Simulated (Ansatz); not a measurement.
The same path of C$_{2}$H$_{6}$S (9 atoms, charge 0, multiplicity 1) was run twice with different band settings. The coordinate that changes most is the dihedral H6–C1–C2–S3.

Theory: RKS PBE-D4/STO-3G (Ansatz).

Relaxed end points:

```xyz
9
Properties=species:S:1:pos:R:3
C -0.684 0.352 -0.586
C 0.668 -0.251 -0.099
S 0.557 -1.173 1.482
H -1.447 -0.440 -0.707
H -0.550 0.860 -1.560
H -1.067 1.094 0.140
H 1.038 -0.972 -0.856
H 1.424 0.561 -0.030
H 0.149 -0.076 2.197
```

```xyz
9
Properties=species:S:1:pos:R:3
C -0.807 0.164 -0.505
C 0.579 -0.418 -0.096
S 0.921 -0.355 1.705
H -0.964 0.060 -1.597
H -0.873 1.239 -0.250
H -1.626 -0.366 0.017
H 0.625 -1.488 -0.385
H 1.376 0.106 -0.667
H 0.857 1.013 1.761
```

Common settings: movable images 7; spring 5.0 eV/Å²; start path IDPP; force threshold 0.03 eV/Å; iteration limit 60; end points relaxed.

| run | climbing image | optimiser |
| --- | --- | --- |
| 1 | yes | quadratic models (default) |
| 2 | from the first iteration | lbfgs |

What does each run give, and how far can it be trusted?

Run 1: converged after 4 iterations, highest image 0.125 eV above the first end. A vibrational analysis at the climbing image gives one clearly imaginary mode, 231i cm⁻¹: a first-order saddle point.
Run 2: converged after 12 iterations, highest image 0.125 eV above the first end. Another band between the same ends (7 images) ends at a top of the same energy, where a vibrational analysis finds 1 clearly imaginary mode.
Limits of this set-up: minimal basis.
